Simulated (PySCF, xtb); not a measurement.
C2H3, SMILES [CH]=C (connectivity only; charge and spin as stated), charge +1, multiplicity 1.

xtb with GFN2-xTB at its own geometry gives an orbital gap of 3.70 eV.

Geometry optimised at B3LYP-D3(BJ)/def2-TZVP. The spin state was assumed, not searched. The isomer is the one that the SMILES or the coordinates give; other isomers of the formula were not compared.

Task: What does ωB97X/def2-TZVPD run with PySCF give? (The exact figures need the calculation; the answer reports its results.)

Result: gap 10.93 eV (levels -19.44 and -8.51 eV).
